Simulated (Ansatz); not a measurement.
How far each method lies from full CI for HBBe, triplet

Geometry: a point of a breathe scan, not a stationary point.

```json
{"atom": "B", "x (Å)": "0.0000", "y (Å)": "0.0000", "z (Å)": "0.3691"}
{"atom": "Be", "x (Å)": "0.0000", "y (Å)": "0.0000", "z (Å)": "-2.8505"}
{"atom": "H", "x (Å)": "0.0000", "y (Å)": "0.0000", "z (Å)": "2.4814"}
```

Basis cc-pVDZ; Ansatz 0.2.0. Only valence electrons are correlated (noble-gas cores frozen), which leaves 6 electrons in 31 orbitals. Prefix R: restricted or restricted open-shell reference; prefix U: unrestricted. Active spaces: pair = (4e, 4o) about the gap; valence = (6e, 9o) chosen from the atoms' valence shells.

Full CI is exact within this basis and frozen core; it isn't the basis-set limit. The frozen core follows each run's orbitals, which can shift R against U totals by a few meV.

Unrestricted rows (U) aren't spin-pure: their determinants' ⟨S²⟩ exceeds S(S+1) by up to 0.36, so they mix in states of higher spin. For open shells CISD is restricted-active-space CI with the open shells as a complete middle space.

- UHF ⟨S²⟩: 2.357
- T1 diagnostic (RCCSD): 0.0499
- largest doubles amplitude (RCCSD): 0.133
- T1 diagnostic (UCCSD): 0.0856

| level | E − E(full CI) (kJ/mol) | share of correlation (%) | wall time |
| --- | --- | --- | --- |
| RHF | 313.5 | 0.00 | – |
| UHF | 284.0 | 9.38 | – |
| RMP2 | 122.3 | 61.00 | – |
| UMP2 | 133.8 | 57.32 | – |
| CISD | 30.2 | 90.37 | 0.9 s |
| RCCSD | 8.2 | 97.40 | – |
| UCCSD | 8.7 | 97.23 | – |
| RCCSD(T) | 2.7 | 99.13 | 2.1 s |
| UCCSD(T) | 3.1 | 99.02 | 3.4 s |
| BCCD(T) | 3.0 | 99.05 | 1.8 s |
| RCCSDT | 0.2 | 99.92 | – |
| UCCSDT | 0.3 | 99.91 | – |
| RCCSDT(Q) | 0.1 | 99.98 | 6.5 s |
| UCCSDT(Q) | 0.0 | 99.99 | 7.5 s |
| CASSCF (pair space) | 247.8 | 20.95 | – |
| NEVPT2 (pair space) | 102.9 | 67.16 | 0.75 s |
| MRCISD (pair space) | 22.2 | 92.92 | – |
| MRCISD+Q (pair space) | -6.9 | 102.21 | 1.4 s |
| CASSCF (valence space) | 96.9 | 69.09 | – |
| NEVPT2 (valence space) | 28.0 | 91.08 | 2.7 s |
| MRCISD (valence space) | 3.4 | 98.91 | – |
| MRCISD+Q (valence space) | 0.8 | 99.75 | 4.2 s |
| MRCISD+Q(relaxed) (valence space) | -1.7 | 100.54 | 5.5 s |

The correlation energy at full CI, counted from RHF, is -3.249 eV. That run took 63 s on 1 thread of Arm Neoverse V1, shared host over 5,050,836 determinants.

Times hold each run's SCF and search for its determinant on a shared host, so for small cases they say little of a method's own cost; they ran on 1 thread of Arm Neoverse V1. Some runs computed forces too.

More than 5 meV below full CI, which no variational method can be: MRCISD+Q (pair space), MRCISD+Q(relaxed) (valence space).

The full-CI state has the irrep B1 of C2v, in the program's axes (one component, if the state is degenerate).

Natural occupations of full CI about the gap: 1.876 1.808 0.996 0.982 0.087 0.060 0.058 0.049 0.046 0.007; effectively unpaired electrons, Σ n²(2−n)², 2.25.
